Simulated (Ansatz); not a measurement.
Conformers of `CCC(C)(C)C(C)C`, each relaxed with PBE0-D4/def2-TZVP in Ansatz. CBS adds the triple-zeta coupled-cluster correction to the MP2 limit.

Not all of them had a frequency check.

Conformer A:

Z-matrix (Å, degrees):
```
C
C 1 1.520
H 1 1.093 2 110.4
H 1 1.092 2 112.1 3 -119.5
H 1 1.092 2 111.9 3 119.4
C 2 1.540 1 116.6 3 -176.5
H 2 1.095 1 109.2 3 59.5
H 2 1.096 1 108.9 3 -55.2
C 6 1.528 2 107.3 1 -177.8
C 6 1.530 2 108.8 1 65.3
C 6 1.551 2 110.9 1 -55.5
H 9 1.093 6 111.9 2 61.6
H 9 1.092 6 111.9 2 -176.9
H 9 1.094 6 110.0 2 -57.6
H 10 1.094 6 110.4 2 50.2
H 10 1.093 6 111.8 2 -69.9
H 10 1.091 6 111.7 2 169.4
C 11 1.525 6 113.6 2 -179.5
C 11 1.524 6 113.7 2 -53.8
H 11 1.097 6 105.9 2 63.7
H 18 1.091 11 112.6 6 -55.2
H 18 1.093 11 110.0 6 -174.8
H 18 1.093 11 111.6 6 66.5
H 19 1.093 11 111.5 6 -63.1
H 19 1.093 11 110.1 6 178.2
H 19 1.091 11 112.7 6 58.3
```

Conformer B:

Z-matrix (Å, degrees):
```
C
C 1 1.521
H 1 1.092 2 112.0
H 1 1.092 2 110.3 3 119.4
H 1 1.092 2 112.0 3 -121.3
C 2 1.537 1 115.9 3 60.7
H 2 1.095 1 108.4 3 -61.8
H 2 1.095 1 108.5 3 -176.7
C 6 1.530 2 110.1 1 59.6
C 6 1.530 2 110.2 1 -59.2
C 6 1.554 2 110.9 1 -179.8
H 9 1.094 6 110.6 2 172.0
H 9 1.092 6 111.1 2 -68.9
H 9 1.092 6 112.1 2 51.4
H 10 1.094 6 110.6 2 -171.8
H 10 1.092 6 111.1 2 69.0
H 10 1.092 6 112.1 2 -51.3
C 11 1.525 6 114.2 2 -63.1
C 11 1.525 6 114.1 2 63.2
H 11 1.099 6 104.9 2 -179.9
H 18 1.093 11 109.9 6 -174.8
H 18 1.091 11 112.6 6 -55.2
H 18 1.093 11 111.6 6 66.6
H 19 1.091 11 112.6 6 55.1
H 19 1.093 11 111.7 6 -66.7
H 19 1.093 11 109.9 6 174.8
```

(1) Which is lowest in electronic energy at CCSD(T)/CBS (frozen core, def2 sets), and by how much? (An estimate is asked.)

(2) Give the energies relative to A (kJ/mol) with PBE-D4/def2-TZVPP, B2PLYP/def2-TZVPP, PBE/def2-TZVPP, MP2/def2-QZVPP, SCS-MP2/def2-QZVPP, HF/CBS(def2), MP2/CBS(def2). (An estimate is asked.)

Results:

(1) The calculation gave: A; B lies 2.9 kJ/mol higher.

(2) Ansatz gave: 
```csv
level,B
PBE-D4/def2-TZVPP,2.6
B2PLYP/def2-TZVPP,2.2
PBE/def2-TZVPP,1.9
MP2/def2-QZVPP,3.3
SCS-MP2/def2-QZVPP,2.8
HF/CBS(def2),1.6
MP2/CBS(def2),3.3
```
